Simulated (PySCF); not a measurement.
# One shape, several levels: N2H (dinitrogen monohydride)

Wanted: a comparison of 6 runs (U-r2SCAN/def2-TZVPPD, U-wB97X/def2-TZVPPD, UB3LYP/def2-TZVPPD, UBLYP/def2-TZVPPD, UM06-2X/def2-TZVPPD, UPBE/def2-TZVPPD) of N2H (dinitrogen monohydride). 

The results are computed with PySCF 2.14.0.

4 further runs of the same task are left out: 2 that didn't finish, 2 set aside as unsound or not needed.

## Step 1: The structure to begin with

N2H: 3 atoms, total charge 0, spin state doublet. SMILES: `[N]=N`. The N1–N2 distance was set to 2.560 Å, away from the relaxed value. At this shape a bond of the SMILES string is far longer than usual.

Bond lengths: N2–H3 1.037 Å.

## Step 2: The energy at U-r2SCAN/def2-TZVPPD (run 1)

The input, calc.py:

```python
from pyscf import gto, dft

mol = gto.Mole()
mol.atom = '''
N      3.524895    -2.242219     1.698471
N     -0.459506    -0.350317    -0.288637
H     -0.892026     1.560574    -0.325940
'''
mol.charge = 0
mol.basis = 'def2-tzvppd'
mol.spin = 1
mol.verbose = 3
mol.unit = 'bohr'
mol.max_memory = 1860
mol.build()

mf = dft.UKS(mol, xc='r2scan')
mf.conv_tol = 1e-10
mf.grids.level = 5
mf.kernel()
if not mf.converged:
    mf = mf.newton().run(mf.mo_coeff, mf.mo_occ)

e_tot = mf.e_tot
print('E(%s) = %.9f' % ('R2SCAN', e_tot))
```

On the command line:

```sh
$ OMP_NUM_THREADS=1 python calc.py
```

Output:

```text
converged SCF energy = -109.798804042175  <S^2> = 2.6572465  2S+1 = 3.4101299
E(R2SCAN) = -109.798804042
```

Wall time 48 s (1 thread of Arm Neoverse V2, shared host); peak memory 0.5 GiB.

## Step 3: A single-point energy at U-wB97X/def2-TZVPPD (run 2)

The input, job.py:

```python
from pyscf import gto, dft

mol = gto.M(
    atom='''
N      3.524895    -2.242219     1.698471
N     -0.459506    -0.350317    -0.288637
H     -0.892026     1.560574    -0.325940
''',
    spin=1,
    max_memory=1860,
    charge=0,
    verbose=4,
    unit='bohr',
    basis='def2-tzvppd',
)

ks = dft.UKS(mol, xc='wb97x')
ks.conv_tol = 1e-10
ks.grids.level = 5
ks.kernel()
if not ks.converged:
    ks = ks.newton().run(ks.mo_coeff, ks.mo_occ)

etot = ks.e_tot
print('E = %.10f Eh' % etot)
```

On the command line:

```sh
$ OMP_NUM_THREADS=1 python job.py
```

Output:

```text
PySCF version 2.14.0

[INPUT] num. atoms = 3
[INPUT] num. electrons = 15
[INPUT] charge = 0
[INPUT] spin (= nelec alpha-beta = 2S) = 1
[INPUT] symmetry False subgroup None
[INPUT] Mole.unit = bohr
[INPUT] Symbol           X                Y                Z      unit          X                Y                Z       unit  Magmom
[INPUT]  1 N      1.865294104886  -1.186531196692   0.898792146609 AA    3.524895000000  -2.242219000000   1.698471000000 Bohr   0.0
[INPUT]  2 N     -0.243160103481  -0.185379772998  -0.152740122628 AA   -0.459506000000  -0.350317000000  -0.288637000000 Bohr   0.0
[INPUT]  3 H     -0.472039830748   0.825820196754  -0.172480020127 AA   -0.892026000000   1.560574000000  -0.325940000000 Bohr   0.0

[... 40 lines left out ...]
WARN: HOMO -0.199486163352484 >= LUMO -0.199486163352482
[... 79 lines left out ...]
SCF not converged.
SCF energy = -109.645080555566 after 50 cycles  <S^2> = 1.0432286  2S+1 = 2.2744042
[... 62 lines left out ...]
converged SCF energy = -109.821956089892  <S^2> = 2.6887654  2S+1 = 3.4285655
E = -109.8219560899 Eh
```

It took 2.8 min on 1 thread of Arm Neoverse V2, shared host; peak memory 0.55 GiB.

Runs 3 to 5 aren't shown in full; the table further down has their settings and results.

## Step 4: A single-point energy at UPBE/def2-TZVPPD (run 6)

The input, run.py:

```python
from pyscf import gto, dft

molecule = gto.Mole()
molecule.atom = '''
N    1.865294  -1.186531   0.898792
N   -0.243160  -0.185380  -0.152740
H   -0.472040   0.825820  -0.172480
'''
molecule.basis = 'def2-tzvppd'
molecule.max_memory = 1860
molecule.verbose = 3
molecule.spin = 1
molecule.build()

calc0 = dft.UKS(molecule, xc='pbe')
calc0.grids.level = 5
calc0.conv_tol = 1e-10
calc0.kernel()
if not calc0.converged:
    calc0 = calc0.newton().run(calc0.mo_coeff, calc0.mo_occ)

energy = calc0.e_tot
print(f'total energy: {energy:.8f} hartree')
```

On the command line:

```sh
$ OMP_NUM_THREADS=1 python run.py
```

Output:

```text
converged SCF energy = -109.711055275917  <S^2> = 2.576085  2S+1 = 3.3621927
total energy: -109.71105528 hartree
```

It took 22 s on 1 thread of Arm Neoverse V2, shared host; peak memory 0.44 GiB.

## Step 5: The series

```
run                 level  energy (Eh)  dipole moment (D)  HOMO energy (eV)  LUMO energy (eV)  wall time
  1  U-r2SCAN/def2-TZVPPD  -109.798804               1.50             -8.01             -3.49       48 s
  2   U-wB97X/def2-TZVPPD  -109.821956               1.57            -11.72             -0.40    2.8 min
  3    UB3LYP/def2-TZVPPD  -109.853167               1.51             -8.93             -3.31       23 s
  4     UBLYP/def2-TZVPPD  -109.825237               1.42             -7.43             -4.52       18 s
  5   UM06-2X/def2-TZVPPD  -109.809403               1.53            -10.78             -1.72       44 s
  6      UPBE/def2-TZVPPD  -109.711055               1.43             -7.58             -4.37       22 s
```

## Step 6: Summary of results

| quantity | value |
| --- | --- |
| run 6: total energy | -109.71106 Eh |
| run 6: dipole moment | 1.43 D |
| run 6: HOMO energy (highest over α and β) | -7.58 eV |
| run 6: LUMO energy (lowest over α and β) | -4.37 eV |
| run 6: ⟨S²⟩ | 2.576 |

**Reading.** The dipole moment (its size) runs from 1.42 D (UBLYP/def2-TZVPPD) to 1.57 D (U-wB97X/def2-TZVPPD). Totals of different functionals can't be ranked against each other. Spin contamination of the reference: run 5 ⟨S²⟩ = 2.69, run 2 ⟨S²⟩ = 2.69, run 1 ⟨S²⟩ = 2.66, run 3 ⟨S²⟩ = 2.65, run 6 ⟨S²⟩ = 2.58, run 4 ⟨S²⟩ = 2.54. Where it is this large, the reference is a mixture of spin states, and values that rest on it are in doubt. All runs together took 5.4 min, the longest 2.8 min.
